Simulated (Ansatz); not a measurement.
Relaxed structures of C2H4N (charge -1), singlet (PBE0-D4/def2-TZVPD; forces vanish, vibrations not checked; lower isomers may exist, and structures with a doubtful reference or unclear bonds are left out; Å). Computed with Ansatz 0.2.0 (basis: def2-TZVPPD); correlated methods freeze the cores.

(1) Rank them by CCSD(T) energy, lowest first, and give each one's height above the lowest. Links in brackets join atoms within 1.22 times the sum of their covalent radii (1.1 for two metals). (To be estimated.)
A.
C₂H₄N ([CH][CH][NH2]), total charge -1
```
7
angstrom
C 0.8908 -1.0575 -0.0800
C 0.2801 0.0767 0.2598
N -1.1088 0.3556 -0.0578
H -1.3988 -0.4206 -0.6516
H -1.1772 1.2015 -0.6203
H 0.6991 0.9087 0.8568
H 1.9159 -1.0733 0.3357
```
B.
C₂H₄N ([CH3][CH][N]), total charge -1
```
7
angstrom
C -0.8812 0.5570 -0.3482
C 0.3782 -0.0523 0.2975
N 0.7979 -1.2049 0.1881
H -1.3900 -0.1999 -0.9550
H -1.5715 0.9323 0.4242
H 0.8814 0.7813 0.9238
H -0.6158 1.4178 -0.9825
```
C.
C₂H₄N ([CH2][CH][NH]), total charge -1
```
7
angstrom
C -0.9645 0.3274 -0.3262
C 0.2968 0.0227 0.1413
N 0.9597 -1.1278 0.0589
H -1.5720 -0.4109 -0.8445
H -1.3745 1.3216 -0.1816
H 0.7888 0.8793 0.6467
H 1.8656 -1.0121 0.5054
```

The T1 diagnostic stays at or below 0.025.

Results:

(1) Computed: C (0.00 kcal/mol), B (9.54 kcal/mol), A (27.52 kcal/mol). Heights count from the lowest.

For scale, one of the runs: CCSD(T)/def2-TZVPPD, 179 basis functions, launched by `ansatz run in.yaml --threads 2 --pin off --events-out ev --progress --plain --max-ram 4352MiB`. Time: 36 s of wall clock on 2 CPU threads of an Arm Neoverse V1; the host was shared. Peak host memory: 1.8 GiB.
